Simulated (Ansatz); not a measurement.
We consider bcc Nb, described by PBE (PAW; Ansatz, an electronic-structure program).

Run with plane-wave cutoff 520 eV, 24×24×24 k mesh, Fermi–Dirac smearing 0.05 eV, no spin polarisation, scalar-relativistic PAW data made under PBE.

Computed at the level's own relaxed cell.

### Question
Give the computed volume per atom, bulk modulus, lattice parameter a and pressure derivative B′ of the bulk modulus.

### Answer

* **volume per atom**: 18.13 Å³/atom
* **bulk modulus**: 169 GPa
* **lattice parameter a**: 3.310 Å
* **pressure derivative B′ of the bulk modulus**: 3.7

The run finds no gap.

Measured, for comparison: equilibrium volume per atom 17.87 Å³/atom, lattice constant a 3.294 Å (static lattice: zero-point anharmonic expansion removed; as tabulated in Mejia-Rodriguez and Trickey (2018), arXiv:1807.09216); bulk modulus 173 GPa (0 K value with the zero-point phonon effect removed; as tabulated in Mejia-Rodriguez and Trickey (2018), arXiv:1807.09216). Computed (rounded) less measured: equilibrium volume per atom +1.5 %, bulk modulus -2 %, lattice constant a +0.5 %.

The result took about 50 core-seconds (a rough figure).
